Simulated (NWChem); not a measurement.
**Correlation energy of H₂Si**

```
Si
H 1 1.4947
H 1 1.4947 2 118.81
```
Charge 0, spin multiplicity 3.

All runs are NWChem calculations. All single points use one geometry, from UB3LYP/def2-SVP, a minimum by its harmonic frequencies.

Basis set: def2-QZVP. Each correlation energy counts from its own Hartree-Fock reference.

The correlated methods keep 5 core orbitals frozen. This spin state was chosen for the runs; another may lie lower. The structure started from a generated list of species. The unpaired electrons of the parent sit in orbitals of symmetry a1 and b2 (C2v labels of the run); other states weren't searched. No SCF solution was tested for a lower state. Open-shell Hartree-Fock references start from PBE0 orbitals. No row is a measurement; the coupled-cluster row has its own basis-set and correlation limits.

```tsv
method	correlation energy (mHa)
CCSD on ROHF	…
CCSD(T) on ROHF	-123.1
CCSD[T] on ROHF	-123.2
SCS-UMP2	…
UMP2	…
```

Q: Some entries are withheld; supply them.

A: 
- CCSD on ROHF, correlation energy (mHa): -119.1
- SCS-UMP2, correlation energy (mHa): -101.6
- UMP2, correlation energy (mHa): -96.3
